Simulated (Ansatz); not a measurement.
One element changed: vertical spin gaps of AlC, AlSi, AlGe

Ansatz 0.2.0, basis cc-pVDZ; geometries are PBE0/def2-TZVP minima. Wave-function levels freeze the cores with the filled d shells of p-block atoms; HF, MP2 and coupled cluster are restricted for singlets and unrestricted otherwise, restricted open-shell where a d shell is frozen, Kohn–Sham unrestricted where that lies lower. MRCISD+Q stands on CASSCF in the full valence space. The reference is full CI, exact within the basis. Semilocal and hybrid functionals correlate all electrons outside any core potential and usually lie nearer their basis limit than the reference, so part of their error here is the reference's basis and frozen-core error; RPA and the MP2 part of double hybrids freeze the same cores as the reference. An error is the level's value less the reference. None of these values is a measured one. Energies are electronic, without zero-point terms. No spin–orbit coupling and no scalar relativity. The set is small: such energies can lie up to about 0.3 eV from the limit, spin gaps mostly less, so near ties and functionals' places can change in larger sets. The species are chosen: bound, without strong static correlation by their natural occupations or amplitudes, in their lowest spin state as far as vertical gaps and like structures tell, and with a ladder that closes on the reference, so errors are smaller than for species at large; levels whose determinant breaks symmetry or spin markedly are left out.

| species | bonds (Å) | quantity | symmetry of the states | reference | value (kcal/mol) | error CCSD(T) | error CCSDT(Q) | error MRCISD+Q | error PBE | error r2SCAN |
| --- | --- | --- | --- | --- | --- | --- | --- | --- | --- | --- |
| AlC, quartet | C–Al 1.967 | sextet less quartet, vertical | Σ⁻ or Δ / Π | full CI | 81.1 | -0.6 | 0.0 | -0.1 | 4.7 | -5.9 |
| AlSi, quartet | Al–Si 2.416 | sextet less quartet, vertical | Σ⁻ or Δ / Π | full CI | 83.7 | -0.5 | 0.0 | 0.6 | 4.7 | -4.5 |

Task: One member is withheld: AlGe, quartet (Al–Ge 2.467), where PBE gives 93.7 kcal/mol for the sextet less quartet, vertical. Estimate from the other members what full CI gives.

Result: The errors of PBE for the others average 4.7 kcal/mol; taking that off gives 89.0, which misses by 2.6, against 7.3 without the correction. The computed value at full CI is 86.4 kcal/mol. Errors against it: CCSD(T) -0.5, CCSDT(Q) 0.0, MRCISD+Q 0.4, PBE 7.3, r2SCAN -2.2.

The reference rises from C to Ge, by 5.3 kcal/mol in all.
